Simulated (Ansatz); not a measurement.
Z-matrix (Å, degrees):
```
B
N 1 1.653
H 1 1.211 2 106.4
H 1 1.214 2 105.1 3 -120.4
H 1 1.214 2 105.1 3 120.4
Si 2 1.795 1 108.6 3 179.9
H 2 1.016 1 108.7 3 57.7
H 2 1.016 1 108.7 3 -57.8
H 6 1.475 2 107.1 1 61.1
H 6 1.475 2 107.1 1 -61.2
H 6 1.487 2 108.2 1 180.0
```

Total charge 0; spin multiplicity 1.

Q: List the B3LYP/def2-TZVPP orbital energies in eV (Ansatz 0.2.0). (Estimate.)

A: The calculation gave: Occupied: -1800.00, -391.20, -181.71, -144.51, -99.86, -99.81, -99.80, -25.35, -15.81, -15.05, -14.17, -12.12, -10.30, -10.26, -9.54, -7.71, -7.62. Lowest empty: -0.78, 0.64, 0.79, 1.07, 1.27, 1.48, 2.53, 3.18.

B3LYP here is the variant with VWN-RPA as its local correlation; programs differ in this.
